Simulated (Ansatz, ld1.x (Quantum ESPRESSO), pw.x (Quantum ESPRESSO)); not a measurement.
Cr: one change to the RRKJ potential, in the atom and in the bcc crystal

```
Element                 : Cr
Generator               : ld1.x (Quantum ESPRESSO) 7.5
Type                    : norm-conserving RRKJ (Kleinman–Bylander form)
Functional              : PBE
Relativity              : scalar-relativistic
Frozen core             : [Ar]
Valence charge          : 6
Reference configuration : 3d5.5 4s0.5 4p0
Partial waves           : 4p (bound, empty): rc 4.20 bohr; 3d (bound): rc 2.00 bohr; 4s (bound): rc 2.20 bohr
Local potential         : the s channel
Core correction         : a·sin(br)/r model core inside 1.55 bohr
```

Change: wave 4p (bound): rc 4.20 bohr becomes 4p (bound): rc 2.78 bohr.

Cutoffs, loose and tight: the cutoffs (Ry, on a coarse ladder) from which the occupation-weighted sum of valence levels, in a spherical-Bessel basis at the reference potential, stays within 10 and 1 mRy of its value at 400 Ry. They do not see the model core or the augmentation charge, which bear on the density cutoff. Test errors are all-electron minus pseudo excitation energies from the reference, over the configurations 3d5 4s1 4p0; 3d5 4s0 4p0; 3d4 4s0 4p0; 3d5 4s0.5 4p0; 3d4 4s1 4p0; 3d3 4s0 4p0; 3d4 4s2 4p0; variants that change the core or the reference have their own tests.

Crystal test: bcc Cr in pw.x 7.5, no spin, 16³ k-points, Fermi–Dirac smearing 0.01 Ry, cutoffs set for each file from its atomic test. The reference is all-electron LAPW (Ansatz 0.2.0) with the same functional, mesh and smearing; V0 and B0 come from Birch–Murnaghan fits to the pressures at five volumes. Errors are pseudo minus all-electron; Δ is the rms difference of the E(V) curves that follow from these fits, minima aligned, over ±6 % about the mean V0. Mesh and smearing are coarse, so the numbers serve the comparison and aren't converged zero-temperature values; the lattice is a test structure that the element need not adopt. Spin polarisation and strong correlation are left out, which matters for this element.

All-electron: a0 = 2.849 Å (V0 = 11.56 Å³/atom), B0 = 256.7 GPa.

Q: Does the change bring the crystal closer to the all-electron result?

A: The mean pressure error goes from +12.71 to +15.73 GPa, so the change moves the solid further from the all-electron pressures.

```
                       quantity       base    changed
                 outcome (atom)  generated  generated
           cutoff, loose (atom)      45 Ry      45 Ry
           cutoff, tight (atom)      60 Ry      60 Ry
            bound ghosts (atom)       none       none
largest test error (meV) (atom)       -947       -947
           cutoffs in pw.x (Ry)     75/300     75/300
                         a0 (Å)      2.895          –
                   a0 error (%)      +1.61          –
                   B0 error (%)       -7.9          –
                   Δ (meV/atom)       30.7          –
      mean pressure error (GPa)     +12.71     +15.73
```

A dash: not determined, or the minimum lies outside the volumes sampled.

Base: The largest radius (4.20 bohr) exceeds half the bond length (2.33 bohr), so the spheres overlap, which is one possible source of error among others. This is a poor potential for the solid. Changed file: The largest radius (2.78 bohr) exceeds half the bond length (2.33 bohr), so the spheres overlap, which is one possible source of error among others. This is a poor potential for the solid. The atomic cutoffs weigh occupied waves only.
